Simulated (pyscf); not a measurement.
Single points on ωB97X-D3(BJ)/def2-SVP structures (PySCF, gas phase). Correlated levels are frozen-core, on RHF or UHF. ΔMP2 is the change of the MP2 total energy from the triple- to the quadruple-zeta basis.

Problem. Estimate by transition-state theory the rate constant of H₂P–In [singlet] + water (H₂O) → HO–In [singlet] + PH₃ (singlet surface; In–P, H–O broken, In–O, H–P formed) at 1200 K, with CCSD(T)/def2-TZVPP + ΔMP2(QZVPP) energies (ideal gas, 1 atm, RRHO with modes under 100 cm⁻¹ raised to 100, one conformer, R ln 2 for chiral ones without a mode under 150 cm⁻¹; no tunnelling).

Solution. The electronic barrier is 8.6 kcal/mol and the thermal terms add +34.9, so ΔG‡ = 43.5 kcal/mol. With k_BT/h = 2.50e+13 s⁻¹ and RT = 2.385 kcal/mol, and a volume of 1.64e-19 cm³ per molecule at 1 atm, k = 4.9e-14 cm³ molecule⁻¹ s⁻¹. Wigner's tunnelling factor for 1170i cm⁻¹ would be 1.08. A shift of 1 kcal/mol in the barrier changes k by a factor 1.5. On the reactant side the descent ends in a bound adduct (not fully relaxed), 9.8 kcal/mol under the separated species and 17.6 kcal/mol under the saddle at ωB97X-D3(BJ)/def2-TZVP. On the product side the descent ends in a complex, 7.7 kcal/mol under the separated species and 18.9 kcal/mol under the saddle at ωB97X-D3(BJ)/def2-TZVP. This is the saddle that the search found; another between the same sides may lie lower. The CCSD(T) − MP2 part came from Ansatz, without density fitting, on the same reference. The frozen core leaves the outer d or s,p core shells of the metals and heavy elements correlated in the MP2 and CC values, and def2-TZVPP describes them poorly, which can shift differences by a few kcal/mol. Elements past Kr carry the def2 core potentials, without spin-orbit coupling.
